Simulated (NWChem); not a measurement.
**SiH3Cl (SMILES [SiH3]Cl) at 6 levels**

We compute a comparison of 6 runs (PBE/aug-cc-pVDZ, TPSS/aug-cc-pVDZ, BLYP/aug-cc-pVDZ, M06-L/aug-cc-pVDZ, PBE0/aug-cc-pVDZ, revPBE/aug-cc-pVDZ) of SiH3Cl. 

The results are computed with NWChem 7.3.0.

### Step 1. The structure to begin with

SiH3Cl has 5 atoms, charge 0, and is taken as a singlet. SMILES: `[SiH3]Cl`. The coordinates come from a PBE0-D4/def2-TZVP relaxation.

Bond lengths: Si1–Cl2 2.054 Å, Si1–H3 1.481 Å, Si1–H4 1.481 Å, Si1–H5 1.481 Å. Angles: Cl2–Si1–H3 108.5°, Cl2–Si1–H4 108.5°, Cl2–Si1–H5 108.5°, H3–Si1–H4 110.4°, H3–Si1–H5 110.4°, H4–Si1–H5 110.4°.

### Step 2. Energy and gradient at PBE/aug-cc-pVDZ (run 1)

File run.py:

```python
from ase import Atoms
from ase.calculators.nwchem import NWChem

system = Atoms('SiClHHH', positions=[
    [-0.112000, 0.018600, -0.030900],
    [1.838300, -0.513500, 0.329900],
    [-0.950900, -0.488300, 1.079100],
    [-0.534700, -0.585700, -1.314900],
    [-0.190800, 1.495400, -0.104700],
])

calc = NWChem(
    label='clh3si',
    theory='dft',
    memory='2200 mb',
    basis='aug-cc-pVDZ',
    basispar='spherical bse',
    dft={'xc': 'xpbe96 cpbe96', 'mult': '1', 'grid': 'xfine', 'convergence': 'energy 1e-08', 'iterations': '100', 'mulliken': None, 'print': 'low'},
)
system.calc = calc

forces = system.get_forces()
print(f"energy = {system.get_potential_energy():.6f} eV")
print("forces (eV/A):")
for s, f in zip(system.symbols, forces):
    print(f"{s:2s} {f[0]:10.5f} {f[1]:10.5f} {f[2]:10.5f}")
```

Run with:

```console
$ export ASE_NWCHEM_COMMAND="nwchem PREFIX.nwi > PREFIX.nwo"
$ python run.py
```

Output:

```text
energy = -20440.727080 eV
forces (eV/A):
Si   -0.54389    0.14784   -0.09888
Cl    0.87952   -0.23988    0.16260
H    -0.21674   -0.13776    0.29856
H    -0.10567   -0.16465   -0.34386
H    -0.01322    0.39441   -0.01836
```

The calculator wrote clh3si.nwi:

```
title "clh3si"

permanent_dir clh3si

scratch_dir clh3si

start clh3si

geometry units angstrom nocenter noautosym noautoz
  Si -1.1200000000000000e-01 1.8599999999999998e-02 -3.0900000000000000e-02
  Cl 1.8383000000000000e+00 -5.1349999999999996e-01 3.2990000000000003e-01
  H  -9.5089999999999997e-01 -4.8830000000000001e-01 1.0790999999999999e+00
  H  -5.3469999999999995e-01 -5.8570000000000000e-01 -1.3149000000000000e+00
  H  -1.9080000000000000e-01 1.4954000000000001e+00 -1.0470000000000000e-01
end

memory 2200 mb

basis spherical bse noprint
   * library aug-cc-pVDZ
end

dft
  xc xpbe96 cpbe96
  mult 1
  grid xfine
  convergence energy 1e-08
  iterations 100
  mulliken
  print low
end

task dft gradient
```

clh3si.nwo:

```text
Northwest Computational Chemistry Package (NWChem) 7.3.0
             --------------------------------------------------------

           Job information
           ---------------

    nwchem branch   = 7.3.0
    use scalapack   = T
    input           = clh3si.nwi
    prefix          = clh3si.
    data base       = clh3si/clh3si.db
    status          = startup
    nproc           =        1

           Memory information
           ------------------

[... 5 lines left out ...]
    hardfail = no
[... 38 lines left out ...]
            Nuclear Dipole moment (a.u.)
[... 82 lines left out ...]
         Total DFT energy =     -751.182871085820
[... 1 line left out ...]
           Coulomb energy =      422.416964651395
[... 1 line left out ...]
 Nuclear repulsion energy =       86.337224470249
[... 29 lines left out ...]
                         DFT ENERGY GRADIENTS

    atom               coordinates                        gradient
                 x          y          z           x          y          z
   1 Si     -0.211649   0.035149  -0.058393    0.010577  -0.002875   0.001923
   2 Cl      3.473883  -0.970374   0.623421   -0.017104   0.004665  -0.003162
   3 H      -1.796940  -0.922753   2.039203    0.004215   0.002679  -0.005806
   4 H      -1.010436  -1.106813  -2.484801    0.002055   0.003202   0.006687
   5 H      -0.360560   2.825896  -0.197854    0.000257  -0.007670   0.000357

 Task  times  cpu:       46.0s     wall:       46.0s
 Total times  cpu:       46.1s     wall:       46.1s
```

It took 47 s on 1 thread of Intel Xeon Platinum 8488C (Sapphire Rapids), shared host; peak memory 0.13 GiB.

### Step 3. Energy and gradient at TPSS/aug-cc-pVDZ (run 2)

File clh3si.nw:

```
START clh3si
memory 2200 mb

GEOMETRY units angstroms noautosym nocenter noautoz
   Si   -0.112000    0.018600   -0.030900
   Cl    1.838300   -0.513500    0.329900
   H    -0.950900   -0.488300    1.079100
   H    -0.534700   -0.585700   -1.314900
   H    -0.190800    1.495400   -0.104700
END

BASIS spherical bse
   * library aug-cc-pVDZ
END

DFT
   xc xtpss03 ctpss03
   grid xfine
   convergence energy 1e-08
   iterations 100
   mulliken
   print low
END

TASK dft gradient
```

Run with:

```console
$ nwchem clh3si.nw > clh3si.out
```

Output:

```text
[...]
 d= 0,ls=0.0,diis     1   -751.5559562460 -8.38D+02  8.45D-03  2.16D-01     5.2
[...]
 d= 0,ls=0.0,diis     8   -751.5838555170  1.54D-10  1.50D-06  2.20D-08    33.6
         Total DFT energy =     -751.583855517021
      One electron energy =    -1210.051002744057
           Coulomb energy =      422.473925828729
    Exchange-Corr. energy =      -50.344003071942
 Nuclear repulsion energy =       86.337224470250
[...]
      Total Density - Mulliken Population Analysis
     ---------------------------------------------
    Atom       Charge   Shell Charges
 -----------   ------   -------------------------------------------------------
    1 Si  14    13.94   2.00  2.03  0.77  0.53 -0.10  6.02  1.51  0.83  0.01  0.29  0.05
    2 Cl  17    17.36   2.00  2.04  0.94  0.99  0.05  6.01  3.10  2.13  0.07  0.02  0.01
    3 H    1     0.90   0.75  0.12  0.02  0.01  0.01
    4 H    1     0.90   0.75  0.12  0.02  0.01  0.01
    5 H    1     0.90   0.75  0.12  0.02  0.01  0.01
[...]
                         DFT ENERGY GRADIENTS
    atom               coordinates                        gradient
                 x          y          z           x          y          z
   1 Si     -0.211649   0.035149  -0.058393    0.013830  -0.003762   0.002524
   2 Cl      3.473883  -0.970374   0.623421   -0.016229   0.004426  -0.003000
   3 H      -1.796940  -0.922753   2.039203    0.001654   0.001152  -0.002454
   4 H      -1.010436  -1.106813  -2.484801    0.000752   0.001381   0.002800
   5 H      -0.360560   2.825896  -0.197854   -0.000006  -0.003198   0.000129
 Task  times  cpu:       54.1s     wall:       54.1s
 Total times  cpu:       54.1s     wall:       54.1s
```

Wall time 55 s (1 thread of Intel Xeon Platinum 8488C (Sapphire Rapids), shared host); peak memory 0.13 GiB.

### Step 4. Energy and forces at BLYP/aug-cc-pVDZ (run 3)

File nw.xyz:

```xyz
5
ClH3Si BLYP
Si    -0.112000     0.018600    -0.030900
Cl     1.838300    -0.513500     0.329900
H     -0.950900    -0.488300     1.079100
H     -0.534700    -0.585700    -1.314900
H     -0.190800     1.495400    -0.104700
```

File nw.nw:

```
start nw
title "ClH3Si BLYP"
memory total 2200 mb

geometry units angstroms noautosym nocenter noautoz
 load nw.xyz
end

basis "ao basis" spherical bse
 * library aug-cc-pVDZ
end

dft
 xc becke88 lyp
 grid xfine
 convergence energy 1e-08
 iterations 100
 mulliken
end

task dft gradient
```

Run with:

```console
$ nwchem nw.nw > nw.out
```

Output:

```text
[...]
          Wavefunction type:  closed shell.
          No. of atoms     :     5
          No. of electrons :    34
[...]
          Charge           :     0
          Spin multiplicity:     1
[...]
          AO basis - number of functions:    81
[...]
              XC Information
              --------------
                    Becke 1988 Exchange Functional  1.000
              Lee-Yang-Parr Correlation Functional  1.000
[...]
 d= 0,ls=0.0,diis     1   -751.4840289974 -8.38D+02  1.54D-02  2.85D-01     4.6
[...]
 d= 0,ls=0.0,diis     8   -751.5139279932  4.98D-11  2.23D-06  4.86D-08    28.4
         Total DFT energy =     -751.513927993165
      One electron energy =    -1209.909860234936
           Coulomb energy =      422.311776151828
    Exchange-Corr. energy =      -50.253068380307
 Nuclear repulsion energy =       86.337224470250
[...]
  wavefunction    = closed shell
                         DFT ENERGY GRADIENTS
    atom               coordinates                        gradient
                 x          y          z           x          y          z
   1 Si     -0.211649   0.035149  -0.058393    0.016501  -0.004491   0.003020
   2 Cl      3.473883  -0.970374   0.623421   -0.021985   0.005996  -0.004064
   3 H      -1.796940  -0.922753   2.039203    0.003395   0.002015  -0.004432
   4 H      -1.010436  -1.106813  -2.484801    0.001736   0.002420   0.005173
   5 H      -0.360560   2.825896  -0.197854    0.000353  -0.005941   0.000303
[...]
```

Run time: 47 s. Hardware: 1 thread of Intel Xeon Platinum 8488C (Sapphire Rapids), shared host; peak memory 0.13 GiB.

Runs 4 to 5 aren't shown in full; the table further down has their settings and results.

### Step 5. Energy and forces at revPBE/aug-cc-pVDZ (run 6)

File clh3si.nw:

```
start clh3si
memory total 2200 mb
charge 0

geometry units atomic noautosym nocenter noautoz
Si -0.21164933  0.03514891 -0.05839254
Cl  3.47388353 -0.97037436  0.62342065
H  -1.79694057 -0.92275327  2.03920346
H  -1.01043656 -1.10681259 -2.48480088
H  -0.36055974  2.82589645 -0.19785433
end

basis spherical bse
* library aug-cc-pVDZ
end

dft
xc revpbe cpbe96
mult 1
grid xfine
convergence energy 1e-08
maxiter 100
mulliken
print medium
end

task dft gradient
```

Run with:

```console
$ nwchem clh3si.nw > clh3si.out
```

Output:

```text
[...]
          Wavefunction type:  closed shell.
          No. of atoms     :     5
          No. of electrons :    34
[...]
          Charge           :     0
          Spin multiplicity:     1
[...]
          AO basis - number of functions:    81
[...]
              XC Information
              --------------
                        RevPBE Exchange Functional  1.000
            Perdew 1991 LDA Correlation Functional  1.000 local
           PerdewBurkeErnz. Correlation Functional  1.000 non-local
[...]
 d= 0,ls=0.0,diis     1   -751.3568658658 -8.38D+02  1.06D-02  2.47D-01     4.6
[...]
 d= 0,ls=0.0,diis     8   -751.3856100406  1.36D-09  2.21D-06  4.99D-08    28.4
         Total DFT energy =     -751.385610040620
      One electron energy =    -1210.035216225709
           Coulomb energy =      422.443652059762
    Exchange-Corr. energy =      -50.131264150704
 Nuclear repulsion energy =       86.337218276031
[...]
  wavefunction    = closed shell
                         DFT ENERGY GRADIENTS
    atom               coordinates                        gradient
                 x          y          z           x          y          z
   1 Si     -0.211649   0.035149  -0.058393    0.012140  -0.003301   0.002212
   2 Cl      3.473884  -0.970374   0.623421   -0.019539   0.005329  -0.003612
   3 H      -1.796941  -0.922753   2.039203    0.004628   0.002795  -0.006123
   4 H      -1.010437  -1.106813  -2.484801    0.002338   0.003348   0.007115
   5 H      -0.360560   2.825896  -0.197854    0.000433  -0.008171   0.000408
[...]
```

It took 47 s on 1 thread of Intel Xeon Platinum 8488C (Sapphire Rapids), shared host; peak memory 0.13 GiB.

### Step 6. Overview of the runs

| run | level | energy (Eh) | largest force (eV/Å) | wall time |
| --- | --- | --- | --- | --- |
| 1 | PBE/aug-cc-pVDZ | -751.182871 | 0.926 | 47 s |
| 2 | TPSS/aug-cc-pVDZ | -751.583856 | 0.879 | 55 s |
| 3 | BLYP/aug-cc-pVDZ | -751.513928 | 1.190 | 47 s |
| 4 | M06-L/aug-cc-pVDZ | -751.534580 | 0.587 | 63 s |
| 5 | PBE0/aug-cc-pVDZ | -751.256222 | 0.656 | 47 s |
| 6 | revPBE/aug-cc-pVDZ | -751.385610 | 1.058 | 47 s |

### Step 7. What came out

| quantity | value |
| --- | --- |
| run 6: total energy | -751.38561 Eh |
| run 6: dipole moment | 1.29 D |
| run 6: HOMO energy | -7.64 eV |
| run 6: LUMO energy | -1.12 eV |
| run 6: HOMO–LUMO gap | 6.52 eV |
| run 6: largest force on an atom | 1.058 eV/Å |

Over runs 3, 4, 5, 6 the dipole moment (its size) runs from 1.29 D (revPBE/aug-cc-pVDZ) to 1.46 D (M06-L/aug-cc-pVDZ). Totals of different functionals can't be ranked against each other. All runs together took 5.1 min, the longest 63 s.
